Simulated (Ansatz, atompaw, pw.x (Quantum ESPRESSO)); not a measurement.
## Al: one change to the PAW (atompaw) potential, in the atom and in the bcc crystal

aluminium, PAW, made with atompaw 4.2.0.5 (LDA (PW92), scalar-relativistic). Core [Ne], reference 3s2 3p1. Waves: 3s (bound): rc 2.05 bohr; 3s channel at -0.2 Ry: rc 2.05 bohr; 3p (bound): rc 2.35 bohr; 3p channel at 1.2 Ry: rc 2.35 bohr. Local part: ultrasoft scheme with l = 2 at 0.5 Ry, radius 1.85 bohr. Core correction: smooth core density matched at 2.25 bohr. Augmentation charge: besselshape compensation charge, radius 2.25 bohr; PAW radius 2.35 bohr; waves and projectors: custom rrkj gramschmidtortho.

Change: all radii scaled by about 0.93 (s 1.90, p 2.18 bohr); local potential ultrasoft scheme with l = 2 at 0.5 Ry, radius 1.72 bohr; augmentation besselshape compensation charge, radius 2.08 bohr; PAW radius 2.18 bohr; waves and projectors: custom rrkj gramschmidtortho; core correction smooth core density matched at 2.08 bohr.

Cutoffs, loose and tight: the cutoffs (Ry, on a coarse ladder) from which the occupation-weighted sum of valence levels, in a spherical-Bessel basis at the reference potential, stays within 10 and 1 mRy of its value at 400 Ry. They see the waves and projectors alone, not the compensation charge or the core.

Crystal test: bcc Al in pw.x 7.5, no spin, 14³ k-points, Fermi–Dirac smearing 0.01 Ry, cutoffs set for each file from its atomic test. The reference is all-electron LAPW (Ansatz 0.2.0) with the same functional, mesh and smearing; V0 and B0 come from Birch–Murnaghan fits to the pressures at five volumes. Errors are pseudo minus all-electron; Δ is the rms difference of the E(V) curves that follow from these fits, minima aligned, over ±6 % about the mean V0. Mesh and smearing are coarse, so the numbers serve the comparison and aren't converged zero-temperature values; the lattice is a test structure that the element need not adopt.

All-electron: a0 = 3.191 Å (V0 = 16.24 Å³/atom), B0 = 73.6 GPa.

Task: Does the change bring the crystal closer to the all-electron result?

Result: The mean pressure error goes from -0.85 to -0.52 GPa, so the change moves the solid closer to the all-electron pressures.

```json
{"quantity": "outcome (atom)", "base": "generated", "changed": "generated"}
{"quantity": "cutoff, loose (atom)", "base": "6 Ry", "changed": "8 Ry"}
{"quantity": "cutoff, tight (atom)", "base": "10 Ry", "changed": "10 Ry"}
{"quantity": "bound ghosts (atom)", "base": "none", "changed": "none"}
{"quantity": "cutoffs in pw.x (Ry)", "base": "40/400", "changed": "40/400"}
{"quantity": "a0 (Å)", "base": "3.179", "changed": "3.183"}
{"quantity": "a0 error (%)", "base": "-0.39", "changed": "-0.23"}
{"quantity": "B0 error (%)", "base": "+1.0", "changed": "+0.8"}
{"quantity": "Δ (meV/atom)", "base": "3.0", "changed": "1.8"}
{"quantity": "mean pressure error (GPa)", "base": "-0.85", "changed": "-0.52"}
```
